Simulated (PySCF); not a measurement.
Molecule: SMILES CCNC=O, C3H7NO.

Atom-mapped SMILES (the numbers label the heavy atoms): `[CH3:1][CH2:2][NH:3][CH:4]=[O:5]`. Hydrogens are named by the atom that carries them.

Spin–spin couplings on one PBE0-D3(BJ)/def2-SVP geometry, PySCF 2.14.0 with density-fitted response routines, gas phase, non-relativistic, equivalent pairs averaged (spin–dipole term only in couplings to heteroatoms); isotopes $^{13}$C, $^{1}$H, $^{15}$N; functional B3LYP.

**Question.** How do the couplings (Hz) change with the basis set? Times are CPU seconds on shared hosts with different chips, so compare them loosely. Far from the basis limit: 6-31G*, pcJ-0, 6-31G-J, def2-TZVP, cc-pVTZ.

**Answer.** 
| basis set | functions | $^{1}J$(C4,H(C4)) | $^{1}J$(C2,H(C2)) | $^{1}J$(C1,H(C1)) | $^{1}J$(N3,H(N3)) | $^{1}J$(C1,C2) | $^{1}J$(N3,C4) | $^{1}J$(C2,N3) | core-s |
| --- | --- | --- | --- | --- | --- | --- | --- | --- | --- |
| 6-31G* | 84 | 187.6 | 153.9 | 142.1 | -86.4 | 50.3 | -19.0 | -17.0 | 11 |
| pcJ-0 | 86 | 174.6 | 122.5 | 114.1 | -79.2 | 28.7 | -6.3 | -8.0 | 5.7 |
| 6-31G-J | 88 | 202.3 | 147.2 | 137.4 | -98.1 | 38.2 | -14.0 | -11.5 | 6.1 |
| def2-TZVP | 197 | 186.0 | 134.6 | 126.1 | -88.7 | 36.6 | -14.2 | -10.2 | 19 |
| pcJ-1 | 205 | 194.6 | 142.4 | 133.5 | -94.4 | 38.5 | -15.0 | -12.1 | 14 |
| cc-pVTZ | 248 | 176.1 | 125.3 | 118.6 | -82.8 | 27.3 | -14.7 | -7.8 | 26 |

The Fermi-contact term samples the wavefunction at the nucleus, which is why sets with added tight s functions (names with J) are made for couplings.
